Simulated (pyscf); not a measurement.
H₃Si–GaH–AsH₂ → HGa=AsH + SiH₄, an elimination (singlet surface; As–H, Ga–Si broken, H–Si formed). Optimised with ωB97X-D3(BJ)/def2-SVP in PySCF. Energies in kcal/mol from the reactant's lowest minimum found.

Small-basis levels: PySCF, no dispersion term, spherical d functions. 

Q: In single points HF/STO-3G puts the saddle at 94.1 kcal/mol and the reaction energy at +43.6 kcal/mol. Should these be trusted to within a few kcal/mol? Compare with ωB97M-D3(BJ)/def2-TZVP.

A: ωB97M-D3(BJ)/def2-TZVP gives ΔE‡ = 52.0 kcal/mol and ΔE = +25.1 kcal/mol. HF/STO-3G lies 42.1 kcal/mol over it in the barrier and 18.5 kcal/mol over it in the reaction energy, so on this step it does not hold to within 3.0 kcal/mol. ωB97M-D3(BJ)/def2-TZVP has limits of its own. On the product side the descent ends in a complex, 5.0 kcal/mol under the separated species and 28.8 kcal/mol under the saddle at ωB97X-D3(BJ)/def2-TZVP. At the saddle there is also a short Ga–H contact that neither side keeps. At ωB97X-D3(BJ)/def2-TZVP the barrier from the zero used here is 54.8 kcal/mol. The same reactants have a lower exit, to Ga–AsH₂ [singlet] + SiH₄ (barrier +37.1 kcal/mol at ωB97M-D3(BJ)/def2-TZVP, against +52.0 kcal/mol here). HGa=AsH lies 12.3 kcal/mol over its isomer Ga–AsH₂ [singlet] (electronic energy, ωB97M-D3(BJ)/def2-TZVP). One saddle was located; it need not be the lowest between these sides. In the def2 sets elements up to Kr have no core potential.
